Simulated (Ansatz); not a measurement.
[AlH₂···H···H], doublet: the ladder up to UCCSDT(Q)

All five atoms lie in one plane.

Geometry: a point of a hydrogen-transfer path between rigid fragments, not a stationary point.

| atom | x (Å) | y (Å) | z (Å) |
| --- | --- | --- | --- |
| Al | -0.1144 | 0.0000 | 0.0000 |
| H | -0.9073 | 1.3734 | 0.0000 |
| H | -0.9073 | -1.3734 | 0.0000 |
| H | 1.9666 | 0.0000 | 0.0000 |
| H | 2.9096 | 0.0000 | 0.0000 |

Basis cc-pVTZ; Ansatz 0.2.0. Only valence electrons are correlated (noble-gas cores frozen), which leaves 7 electrons in 85 orbitals. Prefix R: restricted or restricted open-shell reference; prefix U: unrestricted. Active spaces: pair = (3e, 3o) about the gap; valence = (7e, 8o) chosen from the atoms' valence shells.

Full CI isn't at hand for all of this; UCCSDT(Q) serves as the reference, and is uncertain by about the last step of the cluster series. The frozen core follows each run's orbitals, which can shift R against U totals by a few meV.

```
UHF ⟨S²⟩                          : 0.779
T1 diagnostic (RCCSD)             : 0.0231
largest doubles amplitude (RCCSD) : 0.030
T1 diagnostic (UCCSD)             : 0.0179
```

```json
{"level": "UHF", "E − E(RHF) (eV)": "-0.1399"}
{"level": "RMP2", "E − E(RHF) (eV)": "-3.0096"}
{"level": "UMP2", "E − E(RHF) (eV)": "-3.0030"}
{"level": "RCCSD", "E − E(RHF) (eV)": "-3.7919"}
{"level": "UCCSD", "E − E(RHF) (eV)": "-3.7940"}
{"level": "RCCSD(T)", "E − E(RHF) (eV)": "-3.8564"}
{"level": "UCCSD(T)", "E − E(RHF) (eV)": "-3.8561"}
```

Problem. Estimate how far UCCSDT(Q) in cc-pVTZ lies from RCCSD(T). The table doesn't fix it; the size of (T) and the diagnostics are the guide.

Solution. UCCSDT(Q) in cc-pVTZ lies 0.46 kcal/mol below RCCSD(T), which is 31 % of the (T) step (-1.49 kcal/mol). The diagnostics give no warning, yet the rest is a sizeable part of (T).

The other levels:

| level | E − E(UCCSDT(Q)) (kcal/mol) | share of correlation (%) | wall time |
| --- | --- | --- | --- |
| BCCD(T) | 0.46 | 99.48 | 3.3 s (H100) |
| RCCSDT | 0.05 | 99.94 | – |
| UCCSDT | 0.04 | 99.96 | – |
| RCCSDT(Q) | 0.02 | 99.98 | 7.5 s (H100) |
| CASSCF (pair space) | 74.32 | 16.86 | – |
| NEVPT2 (pair space) | 18.49 | 79.31 | 2 s (H100) |
| MRCISD (pair space) | 4.65 | 94.80 | – |
| MRCISD+Q (pair space) | -0.15 | 100.17 | 2.1 s (H100) |
| CASSCF (valence space) | 54.32 | 39.23 | – |
| NEVPT2 (valence space) | 16.82 | 81.18 | 3.9 s |
| NEVPT4(SD) (valence space) | 2.98 | 96.66 | 3.5 s (H100) |
| MRCISD (valence space) | 2.66 | 97.02 | – |
| MRCISD+Q (valence space) | 0.17 | 99.81 | 4 s (H100) |

The correlation energy at UCCSDT(Q), counted from RHF, is -3.876 eV. That run took 4.2 s on 2 threads of AMD EPYC 7R13 with a shared H100 80 GB, shared host.

Times hold each run's SCF and search for its determinant on a shared host, so for small cases they say little of a method's own cost; rows without a card ran on 1 thread of AMD EPYC 7R13.

Natural occupations of CASSCF (valence space) about the gap: 1.976 1.973 1.961 1.000 0.040 0.022 0.017 0.011; effectively unpaired electrons, Σ n²(2−n)², 1.02.
